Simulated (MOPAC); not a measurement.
MOPAC input (PM7):

```
PM7 PRECISE GNORM=0.05 LET XYZ UHF MS=0.5 GEO-OK AUX(PRECISION=9) THREADS=1
HO

O    -0.00000000 1   -0.00000000 1   -0.10852476 1
H     0.00000000 1    0.00000000 1    0.86819804 1
```

Output:

```
 *******************************************************************************
 **                                                                           **
 **                              MOPAC v23.2.5                                **
 **                                                                           **
 *******************************************************************************
 ** MOPAC's Digital Object Identifier: https://doi.org/10.5281/zenodo.6511958 **
 **                                                                           **
 ** Please cite the open-source release paper for use of this MOPAC version:  **
 ** J. E. Moussa and J. J. P. Stewart (2026)                                  **
 ** MOPAC: An open-source semiempirical molecular orbital program             **
 ** J. Open Source Softw., 11(119), 8025, https://doi.org/10.21105/joss.08025 **
 *******************************************************************************

                              PM7 CALCULATION RESULTS

 *******************************************************************************
 *  PM7        - The PM7 Hamiltonian to be used
 *  GEO-OK     - OVERRIDE INTERATOMIC DISTANCE AND OTHER SAFETY CHECKS
 *  UHF        - UNRESTRICTED HARTREE-FOCK CALCULATION
 *  MS=        - IN MECI, MAGNETIC COMPONENT OF SPIN =  0.5
 *  LET        - OVERRIDE SOME SAFETY CHECKS
 *  PRECISE    - TIGHTER CRITERIA TO BE USED
 *  XYZ        - CARTESIAN COORDINATE SYSTEM TO BE USED
 *  GNORM      - EXIT WHEN GRADIENT NORM DROPS BELOW 0.050
 *  AUX        - OUTPUT AUXILIARY INFORMATION
 *******************************************************************************
PM7 PRECISE GNORM=0.05 LET XYZ UHF MS=0.5 GEO-OK AUX(PRECISION=9) THREADS=1
 HO

   ATOM   CHEMICAL          X               Y               Z
  NUMBER   SYMBOL      (ANGSTROMS)     (ANGSTROMS)     (ANGSTROMS)

     1       O         -0.00000000  *  -0.00000000  *  -0.10852476  *
     2       H          0.00000000  *   0.00000000  *   0.86819804  *

          CARTESIAN COORDINATES

    NO.       ATOM           X           Y           Z

     1         O         -0.0000     -0.0000     -0.1085
     2         H          0.0000      0.0000      0.8682

 General Reference for PM7:
 "Optimization of Parameters for Semiempirical Methods VI: More Modifications to the
 NDDO Approximations and Re-optimization of Parameters", J. J. P. Stewart, J. Mol. Mod., 1:32, 19 (2013)
 https://link.springer.com/article/10.1007/s00894-012-1667-x

           Empirical Formula: H O  =     2 atoms

      MOLECULAR POINT GROUP   :   C*v

          UHF CALCULATION, NO. OF ALPHA ELECTRONS =    4
                           NO. OF BETA  ELECTRONS =    3

          Geometry optimization using EF

          DIAGONAL MATRIX USED AS START HESSIAN

 CYCLE:     1  GRAD.:     9.933 HEAT:  7.293842
 CYCLE:     2  GRAD.:    60.261 HEAT:  8.508204
 CYCLE:     3  GRAD.:     0.528 HEAT:  7.257000
 CYCLE:     4  GRAD.:     0.021 HEAT:  7.256901

     GRADIENT =  0.02128 IS LESS THAN CUTOFF =  0.05000

 -------------------------------------------------------------------------------
 PM7 PRECISE GNORM=0.05 LET XYZ UHF MS=0.5 GEO-OK AUX(PRECISION=9) THREADS=1
 HO

     GEOMETRY OPTIMISED USING EIGENVECTOR FOLLOWING (EF).
     SCF FIELD WAS ACHIEVED

                              PM7 CALCULATION
                                                       MOPAC v23.2.5 Linux

          FINAL HEAT OF FORMATION =          7.25690 KCAL/MOL =      30.36287 KJ/MOL

          COSMO AREA              =         39.77 SQUARE ANGSTROMS
          COSMO VOLUME            =         23.23 CUBIC ANGSTROMS

          GRADIENT NORM           =          0.02128          =       0.01505 PER ATOM
          IONIZATION POTENTIAL    =         11.176951 EV
          ALPHA SOMO LUMO (EV)    =        -12.236  4.530
          BETA  SOMO LUMO (EV)    =        -11.177 -1.629
          NO. OF ALPHA ELECTRONS  =          4
          NO. OF BETA  ELECTRONS  =          3
          MOLECULAR WEIGHT        =         17.0073         POINT GROUP:  C*v

          MOLECULAR DIMENSIONS (Angstroms)

            Atom       Atom       Distance
            H     2    O     1     0.96626
            H     2    O     1     0.00000
            O     1    H     2     0.00000

          SCF CALCULATIONS        =          5

   ATOM   CHEMICAL          X               Y               Z
  NUMBER   SYMBOL      (ANGSTROMS)     (ANGSTROMS)     (ANGSTROMS)

     1       O         -0.00000000  *  -0.00000000  *  -0.10329331  *
     2       H         -0.00000000  *  -0.00000000  *   0.86296659  *

                             CARTESIAN COORDINATES

   1    O       -0.000000000    -0.000000000    -0.103293307
   2    H       -0.000000000    -0.000000000     0.862966590

           Empirical Formula: H O  =     2 atoms

      MOLECULAR POINT GROUP   :   C*v

          ALPHA EIGENVALUES
 -30.76048 -16.35478 -14.13949 -12.23586   4.52984

           BETA EIGENVALUES
 -26.28229 -15.19638 -11.17695  -1.62906   5.06400

              NET ATOMIC CHARGES AND DIPOLE CONTRIBUTIONS

  ATOM NO.   TYPE          CHARGE      No. of ELECS.   s-Pop       p-Pop
    1          O          -0.251302        6.2513     1.93126     4.32004
    2          H           0.251302        0.7487     0.74870
 DIPOLE           X         Y         Z       TOTAL
 POINT-CHG.     0.000    -0.000     1.166     1.166
 HYBRID        -0.000    -0.000     0.224     0.224
 SUM           -0.000    -0.000     1.391     1.391

          ATOMIC ORBITAL ELECTRON POPULATIONS

     Atom    s        px        py        pz
    1  O   1.93126   2.00000   1.00000   1.32004
    2  H   0.74870

                    (SZ)    =    0.500000
                    (S**2)  =    0.753299

          ATOMIC ORBITAL SPIN POPULATIONS

    Atom   Total    s     px     py     pz
         Atomic
    1  O  1.0459  0.016  0.000  1.000  0.030
    2  H -0.0459 -0.046

 **********************
 *                    *
 * JOB ENDED NORMALLY *
 *                    *
 **********************

 == MOPAC DONE ==
```
